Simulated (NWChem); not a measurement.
# SiH2 cation, doublet

```xyz
3

Si     0.0000     0.0000     0.0945
H      1.2878     0.0000    -0.6613
H     -1.2878     0.0000    -0.6613
```
Atoms are numbered in this order, from 1.

All runs: NWChem. Spin-unrestricted. In the optimisation the excess spin sits in a1 (C2v, its own frame). The geometry was optimised at B3LYP/6-31G* (spherical d), spin-unrestricted. No stability test was run on the SCF state. Vertical excitations in the gas phase; the lowest state need not have the same character in each row. Excited states of an open shell can be spin-contaminated.

For level PBE/def2-SVPD, TDA:

```
Quantity                                                     Value
-----------------------------------------------------------  -----
lowest empty minus highest occupied level, either spin (eV)   1.93
```

Problem. What are these values for level B3LYP/def2-SVPD, TDA?

Solution. 
| Property | Value |
|---|---|
| lowest empty minus highest occupied level, either spin (eV) | 3.40 |
